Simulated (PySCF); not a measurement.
Breaking a bond: CH, doublet.

- ROKS-PBE = restricted open-shell PBE/cc-pVDZ (PySCF)
- UKS-PBE = unrestricted PBE/cc-pVDZ (PySCF)
- UKS-wB97X-V = unrestricted wB97X-V/cc-pVDZ in PySCF
- UCCSD(T) = CCSD(T) on UHF/cc-pVDZ, 1 core orbital frozen in PySCF

Energies relative to the lowest point of each curve near equilibrium, in mEh; the last columns give the difference from UCCSD(T):

```json
[
 {"R / Å": "0.84", "ROKS-PBE": "90.3", "UKS-PBE": "88.6", "UKS-wB97X-V": "87.1", "UCCSD(T)": "88.7", "ROKS-PBE − UCCSD(T)": "1.6", "UKS-PBE − UCCSD(T)": "-0.1", "UKS-wB97X-V − UCCSD(T)": "-1.6"},
 {"R / Å": "0.91", "ROKS-PBE": "46.3", "UKS-PBE": "45.2", "UKS-wB97X-V": "43.6", "UCCSD(T)": "44.6", "ROKS-PBE − UCCSD(T)": "1.7", "UKS-PBE − UCCSD(T)": "0.6", "UKS-wB97X-V − UCCSD(T)": "-1.0"},
 {"R / Å": "0.95", "ROKS-PBE": "29.6", "UKS-PBE": "28.7", "UKS-wB97X-V": "27.2", "UCCSD(T)": "28.0", "ROKS-PBE − UCCSD(T)": "1.6", "UKS-PBE − UCCSD(T)": "0.7", "UKS-wB97X-V − UCCSD(T)": "-0.8"},
 {"R / Å": "1.02", "ROKS-PBE": "11.0", "UKS-PBE": "10.5", "UKS-wB97X-V": "9.3", "UCCSD(T)": "9.7", "ROKS-PBE − UCCSD(T)": "1.3", "UKS-PBE − UCCSD(T)": "0.8", "UKS-wB97X-V − UCCSD(T)": "-0.4"},
 {"R / Å": "1.06", "ROKS-PBE": "5.0", "UKS-PBE": "4.7", "UKS-wB97X-V": "3.8", "UCCSD(T)": "4.0", "ROKS-PBE − UCCSD(T)": "0.9", "UKS-PBE − UCCSD(T)": "0.6", "UKS-wB97X-V − UCCSD(T)": "-0.3"},
 {"R / Å": "1.10", "ROKS-PBE": "1.5", "UKS-PBE": "1.4", "UKS-wB97X-V": "0.8", "UCCSD(T)": "0.9", "ROKS-PBE − UCCSD(T)": "0.6", "UKS-PBE − UCCSD(T)": "0.4", "UKS-wB97X-V − UCCSD(T)": "-0.1"},
 {"R / Å": "1.13", "ROKS-PBE": "0.3", "UKS-PBE": "0.2", "UKS-wB97X-V": "0.0", "UCCSD(T)": "0.0", "ROKS-PBE − UCCSD(T)": "0.3", "UKS-PBE − UCCSD(T)": "0.2", "UKS-wB97X-V − UCCSD(T)": "0.0"},
 {"R / Å": "1.16", "ROKS-PBE": "0.0", "UKS-PBE": "0.0", "UKS-wB97X-V": "0.2", "UCCSD(T)": "0.0", "ROKS-PBE − UCCSD(T)": "0.0", "UKS-PBE − UCCSD(T)": "0.0", "UKS-wB97X-V − UCCSD(T)": "0.1"},
 {"R / Å": "1.19", "ROKS-PBE": "0.5", "UKS-PBE": "0.6", "UKS-wB97X-V": "1.1", "UCCSD(T)": "0.9", "ROKS-PBE − UCCSD(T)": "-0.3", "UKS-PBE − UCCSD(T)": "-0.3", "UKS-wB97X-V − UCCSD(T)": "0.3"},
 {"R / Å": "1.24", "ROKS-PBE": "2.8", "UKS-PBE": "2.9", "UKS-wB97X-V": "4.2", "UCCSD(T)": "3.7", "ROKS-PBE − UCCSD(T)": "-0.9", "UKS-PBE − UCCSD(T)": "-0.8", "UKS-wB97X-V − UCCSD(T)": "0.5"},
 {"R / Å": "1.30", "ROKS-PBE": "7.4", "UKS-PBE": "7.5", "UKS-wB97X-V": "9.8", "UCCSD(T)": "8.9", "ROKS-PBE − UCCSD(T)": "-1.5", "UKS-PBE − UCCSD(T)": "-1.4", "UKS-wB97X-V − UCCSD(T)": "0.9"},
 {"R / Å": "1.38", "ROKS-PBE": "15.4", "UKS-PBE": "15.5", "UKS-wB97X-V": "19.3", "UCCSD(T)": "17.6", "ROKS-PBE − UCCSD(T)": "-2.2", "UKS-PBE − UCCSD(T)": "-2.1", "UKS-wB97X-V − UCCSD(T)": "1.7"},
 {"R / Å": "1.53", "ROKS-PBE": "33.8", "UKS-PBE": "33.8", "UKS-wB97X-V": "40.5", "UCCSD(T)": "36.6", "ROKS-PBE − UCCSD(T)": "-2.9", "UKS-PBE − UCCSD(T)": "-2.8", "UKS-wB97X-V − UCCSD(T)": "3.8"}
]
```

ROKS-PBE is furthest from UCCSD(T) at 1.53 (-2.9 mEh, below); its mean absolute difference over the points is 1.2 mEh.

UKS-PBE is furthest from UCCSD(T) at 1.53 (-2.8 mEh, below); its mean absolute difference over the points is 0.8 mEh.

UKS-wB97X-V is furthest from UCCSD(T) at 1.53 (3.8 mEh, above); its mean absolute difference over the points is 0.9 mEh.

The scan ran from 0.84 to 4.49 Å; beyond the distances shown one of the unrestricted levels run for this scan, shown here or not, changes its spin distribution in one step. The unrestricted determinant behind UKS-PBE is spin-contaminated at 0.84 to 1.13 Å (<S²> up to 1.0, against 0.75 for a pure doublet). The unrestricted determinant behind UCCSD(T) is spin-contaminated at 0.84 to 1.53 Å (<S²> up to 1.2, against 0.75 for a pure doublet).
